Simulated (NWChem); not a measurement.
# One site exchanged: C, Ge, Si, Sn

Each species was optimised at PBE0/def2-SVP with NWChem, gas phase unless a solvent is named. Some are not confirmed as minima by frequencies. def2 effective core potentials on Sn; no spin-orbit coupling.

A: CSC (C2H6S)
B: C[S][GeH3] (CH6GeS)
C: CS[SiH3] (CH6SSi)
D: [S](C)[SnH3] (CH$_{6}$SSn)

```
quantity                                                  A (C)  B (Ge)  C (Si)  D (Sn)
--------------------------------------------------------  -----  ------  ------  ------
Pauling electronegativity of the site (pymatgen's table)   2.55    2.01    1.90    1.96
electrons in the molecule                                    34      60      42      78
dipole (D), PBE0/def2-SVP                                  1.55    1.48    1.47    1.59
orbital gap (eV), PBE0/def2-SVP                            7.75    7.07    7.38    6.33
vertical ionisation energy, ΔSCF, PBE/def2-SVP (eV)        8.49    8.76    8.97    8.60
static polarisability, PBE/def2-SVPD (bohr³)               50.3    70.2    66.0    81.3
lowest singlet excitation, PBE/def2-SVPD, TDA (eV)         5.06    4.80    5.06    4.29
```

“Dipole (D), PBE0/def2-SVP” runs from 1.47 in C (Si) to 1.59 in D (Sn). “Orbital gap (eV), PBE0/def2-SVP” runs from 6.33 in D (Sn) to 7.75 in A (C), falling in step with the number of electrons. “Vertical ionisation energy, ΔSCF, PBE/def2-SVP (eV)” runs from 8.49 in A (C) to 8.97 in C (Si), in no step with either the site's electronegativity or the electron count. “Static polarisability, PBE/def2-SVPD (bohr³)” runs from 50.3 in A (C) to 81.3 in D (Sn), rising in step with the number of electrons. “Lowest singlet excitation, PBE/def2-SVPD, TDA (eV)” runs from 4.29 in D (Sn) to 5.06 in A (C). The order by vertical ionisation energy is neither the same as nor the reverse of the order by static polarisability.

These are trends among computed rows of three or four species; they are not measurements.
